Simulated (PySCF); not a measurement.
## TDDFT excited states: C6H6

C6H6.
Geometry (PBE0-D3(BJ)/def2-SVP, Å), atoms numbered from 1 in this order:
```
atom  x, y, z in Å
C1     2.6566    0.4465    0.1765
C2     1.5417    0.0301   -0.0514
C3     0.2029   -0.4711   -0.3158
C4    -0.6568   -0.8703    0.8734
C5    -1.6238    0.0125    0.5922
C6    -0.9210    0.5847   -0.6116
H7     3.6459    0.8148    0.3745
H8     0.2527   -1.2516   -1.0961
H9    -0.5053   -1.6237    1.6501
H10   -2.5862    0.2441    1.0560
H11   -1.4241    0.4557   -1.5843
H12   -0.5827    1.6282   -0.5195
```

Computed, not measured: TDDFT CAM-B3LYP/def2-SVPD, vertical, gas phase, core orbitals frozen in the response (PySCF 2.14.0, density-fitted response routines).

**Question.** List the vertical singlet excitations with oscillator strengths and describe the spectrum.

**Answer.** 

| state | E (eV) | ν̃ (cm⁻¹) | f | main configurations (H = HOMO, L = LUMO) |
| --- | --- | --- | --- | --- |
| S1 | 6.36 | 51310 | 0.0001 | H-1→L+2 (27%), H-1→L+6 (18%), H-1→L+1 (10%) |
| S2 | 6.56 | 52880 | 0.016 | H→L (25%), H-1→L+2 (11%), H-2→L+4 (9%) |
| S3 | 6.62 | 53360 | 0.0032 | H-1→L+4 (17%), H→L+2 (12%), H-2→L+2 (8%) |
| S4 | 7.07 | 57030 | 0.085 | H→L (64%) |
| S5 | 7.14 | 57610 | 0.0065 | H-1→L (61%), H-3→L (9%) |
| S6 | 7.30 | 58890 | 0.019 | H→L+1 (60%), H-2→L+1 (8%), H→L+2 (8%) |
| S7 | 7.42 | 59830 | 0.180 | H-2→L (66%), H→L+1 (9%) |
| S8 | 7.61 | 61410 | 0.042 | H→L+3 (20%), H-2→L+2 (18%), H-1→L+1 (16%) |
| S9 | 7.64 | 61600 | 0.020 | H→L+2 (56%), H-2→L+1 (19%), H-2→L+2 (9%) |
| S10 | 7.66 | 61770 | 0.0068 | H-1→L+1 (29%), H→L+3 (15%), H-1→L+2 (14%) |

Triplets, Tamm–Dancoff:

```json
{"state": "T1", "E (eV)": "4.27", "λ (nm)": "290.6", "main configurations (H = HOMO, L = LUMO)": "H→L (60%), H-2→L (24%)"}
{"state": "T2", "E (eV)": "5.26", "λ (nm)": "235.8", "main configurations (H = HOMO, L = LUMO)": "H-1→L+4 (13%), H-2→L+2 (12%), H→L+2 (10%)"}
{"state": "T3", "E (eV)": "5.75", "λ (nm)": "215.5", "main configurations (H = HOMO, L = LUMO)": "H-1→L+2 (21%), H-1→L+6 (18%)"}
{"state": "T4", "E (eV)": "5.76", "λ (nm)": "215.1", "main configurations (H = HOMO, L = LUMO)": "H-1→L+4 (22%), H-1→L+5 (11%)"}
```

The lowest singlet lies at 6.36 eV (195 nm, vacuum ultraviolet) and is dark (f under 0.0005); its leading configuration is HOMO-1→LUMO+2 (27%). The strongest level in the table is S7 at 7.42 eV (167 nm, f = 0.180). Löwdin shares by element: HOMO carbon 75% or more (atoms not listed hold the other 25%); LUMO carbon 60% or more, hydrogen 12% or more (atoms not listed hold the other 28%). Weighted by f, the mean energy of these states is 7.32 eV. The listed states span 1.30 eV, and the widest gap between neighbours is 0.46 eV (S3 to S4). Of the 10 states listed, 6 reach f = 0.01 and 1 stays under 0.0005. The vertical ionisation energy (ΔSCF) is 9.55 eV, 1.89 eV above S10. Only the lowest 10 singlets were computed, as vertical energies without vibronic structure.
